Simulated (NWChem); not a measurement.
CH (+1)

```xyz
2

C      0.0000     0.0000     0.1639
H      0.0000     0.0000    -0.9833
```
Charge +1, spin multiplicity 1.

All runs are NWChem calculations. All single points use one geometry, from PBE0/def2-SVP, a minimum by its harmonic frequencies.

Symmetry labels belong to the abelian group C2v used in the runs, with the axes of the coordinates shown; states degenerate in a higher group split over its labels.

The structure started from a generated list of species.

Question: List the lowest 3 singlet excitations that CIS/aug-cc-pVDZ gives, with oscillator strengths.

Answer: 
```tsv
state	symmetry	energy (eV)	wavelength (nm)	f
1	b1	2.87	431	0.011
2	b2	2.87	431	0.011
3	a1	13.42	92	0.328
```
